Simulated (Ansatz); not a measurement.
# BSiH2+ (quintet): from Hartree-Fock to the top rungs, cc-pVTZ

The task here is to estimate one member of a computed series from the others.

Program: Ansatz 0.2.0, Gaussian basis. Level of theory: cc-pVTZ, core rule «outside noble gas», up to 6 orbitals frozen. These are calculated values, not measurements.

The runs, in order: UHF; CCSD(T) on ROHF; CCSD(T) on UHF; BCCD(T) on ROHF; CCSDT(Q) on ROHF; CCSDT(Q) on UHF; CASSCF and MRCISD+Q, 8 electrons in 10 orbitals; CASSCF and NEVPT2, 8 electrons in 10 orbitals.

3 further runs of the same task are left out: 3 set aside as unsound or not needed.

**The geometry**

The geometry is a PBE0/def2-TZVP stationary point (not a proven minimum) of the parent state, kept for this charge and spin.

4 atoms, charge 1, spin multiplicity 5.

Atoms are counted from 1 here; the program's logs count them from 0.

Bond lengths: Si1–B2 1.915 Å, Si1–H3 1.512 Å, B2–H4 1.193 Å. Angles: B2–Si1–H3 126.7°, Si1–B2–H4 134.2°.

The first run:

Input file in.yaml:

```yaml
crystal:
  periodic: [false, false, false]
  atoms:
    - {symbol: Si, position_ang: [0.000000, -0.047060, 0.551810]}
    - {symbol: B, position_ang: [0.000000, -0.060513, -1.363344]}
    - {symbol: H, position_ang: [0.000000, 1.171072, 1.447364]}
    - {symbol: H, position_ang: [0.000000, 0.789266, -2.200146]}
basis:
  gaussian: {orbitals: cc-pVTZ}
total_charge: 1
magnetization: {spin_polarized: true, initial_magnetization: 4}
hamiltonian: {xc: hf}
output: {orbitals: {seedname: orbitals}}
```

Launch:

```bash
> ansatz run in.yaml --threads 1 --pin off --events-out ev --progress --plain --max-ram 4096MiB --backend cpu
```

Among the steps run: UHF; CCSD(T) on ROHF; CCSD(T) on UHF; BCCD(T) on ROHF; CCSDT(Q) on ROHF; CCSDT(Q) on UHF; CASSCF and MRCISD+Q, 8 electrons in 10 orbitals; CASSCF and NEVPT2, 8 electrons in 10 orbitals.

One of the session's tables, all rows but one given; the rest of the session is left out.

```
          method  from UCCSDT(Q) (kJ/mol)
            ROHF                   +456.6
             UHF                   +444.5
            RMP2                   +119.2
            UMP2                   +116.8
           RCCSD                    +26.4
           UCCSD                    +25.6
        RCCSD(T)                     +6.5
        UCCSD(T)                     +6.4
         BCCD(T)                     +6.4
          RCCSDT                     +1.3
          UCCSDT                     +1.1
       RCCSDT(Q)                     +0.3
       UCCSDT(Q)                        0
  CASSCF valence                   +290.3
  NEVPT2 valence                    +71.6
  MRCISD valence                        ?
MRCISD+Q valence                     +4.9
```

Q: Estimate the row for MRCISD valence from the others.

As computed: from UCCSDT(Q) (kJ/mol): +20.7. In the column «from UCCSDT(Q) (kJ/mol)» it lies between RCCSD(T) (+6.5) and UCCSD (+25.6).

Among the levels timed on like hardware and quicker than the yardstick, those that no quicker one beats, quickest first: RCCSD(T) (6 s, +6.5 kJ/mol); BCCD(T) (9 s, +6.4 kJ/mol); MRCISD+Q valence (11 s, +4.9 kJ/mol); RCCSDT(Q) (14 s, +0.3 kJ/mol).

Limits of these values: Of the multireference levels listed MRCISD+Q valence comes nearest in total energy (+4.9 kJ/mol), which doesn't show that its space is the better one. Restricted and unrestricted rows rest on different reference determinants; where their highest levels disagree by more than a few hundredths of an eV, they describe different states and don't form one ladder.
